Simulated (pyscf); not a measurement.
PySCF, gas phase, ωB97X-D3(BJ)/def2-SVP geometries.

SMILES: OC=C(C)C
```xyz
13

C     -1.2394    -0.6096    -2.2699
C     -0.5130    -0.4353    -0.9606
C     -1.1105     0.5621     0.0004
C      0.5962    -1.1428    -0.7002
O      1.3631    -1.1053     0.4203
H     -2.2805    -0.9399    -2.1072
H     -0.7455    -1.3534    -2.9135
H     -1.2889     0.3421    -2.8281
H     -2.1443     0.2817     0.2662
H     -1.1559     1.5673    -0.4532
H     -0.5506     0.6601     0.9448
H      0.9978    -1.8581    -1.4257
H      0.9876    -0.4696     1.0405
```
Charge 0, spin multiplicity 1.

Question: How much does it cost (ΔH, 298 K, ωB97M-D3(BJ)/def2-TZVP) to split `[CH3][C]([CH3])=[CH][OH]` at its C–O bond into •HC=C(CH₃)–CH₃ + OH•?

Answer: C–O to •HC=C(CH₃)–CH₃ + OH•: 108.7 kcal/mol. The 7 functionals that were run give +103.6 (r²SCAN) to +110.9 kcal/mol (PBE). The radicals are drawn with the spin at the cut bond; how far it spreads was not checked. H₃C–C(CH₃)=CH–OH lies 13.8 kcal/mol over its isomer H₃C–CH₂–C(CH₃)=O, and others may lie lower still (electronic energy, ωB97M-D3(BJ)). •HC=C(CH₃)–CH₃ lies 24.7 kcal/mol over its isomer •H₂C–CH=CH–CH₃, and others may lie lower still (electronic energy, ωB97M-D3(BJ)). Left out: the spin-orbit lowering of OH.
